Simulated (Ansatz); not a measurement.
The same path of AlH4NO + H2 (9 atoms, charge 0, multiplicity 1) was run twice with different band settings. Lost on the way: H8–H9. Made: Al1–H8, N2–H9.

Computed with RKS PBE-D4/def2-SVP (Ansatz 0.2.0).

Relaxed end points:

```xyz
9
Properties=species:S:1:pos:R:3
Al -0.076 -0.643 0.041
N 0.023 -0.168 1.762
H -0.801 -0.068 2.359
H 0.868 0.005 2.313
O 1.315 -0.857 -0.946
H 2.234 -0.768 -0.652
H -1.486 -0.883 -0.641
H -0.262 3.162 1.532
H -0.197 2.392 1.543
```

```xyz
9
Properties=species:S:1:pos:R:3
Al -0.127 0.434 -0.050
N -0.062 0.322 2.011
H -0.777 -0.275 2.447
H 0.859 -0.134 2.125
O 1.443 -0.376 -0.079
H 1.905 -0.604 -0.900
H -1.428 -0.446 -0.428
H -0.151 2.026 -0.322
H -0.044 1.223 2.507
```

Common settings: spring 5.0 eV/Å²; optimiser quadratic models (default); start path through a guess of the saddle point; force threshold 0.05 eV/Å; iteration limit 60; end points relaxed.

| run | movable images | climbing image |
| --- | --- | --- |
| 1 | 5 | yes |
| 2 | 4 | no |

(1) What does each run give, and how far can it be trusted?

Answers

(1) Run 1: converged after 37 iterations, highest image 0.607 eV above the first end. A vibrational analysis at the climbing image gives one clearly imaginary mode, 1028i cm⁻¹: a first-order saddle point.
Run 2: converged after 23 iterations, highest image 0.599 eV above the first end. No image climbed, so the highest image needn't sit at the top of the path.
The orbitals stay closed-shell, which can raise the energy where a bond breaks towards radicals; this wasn't checked here.
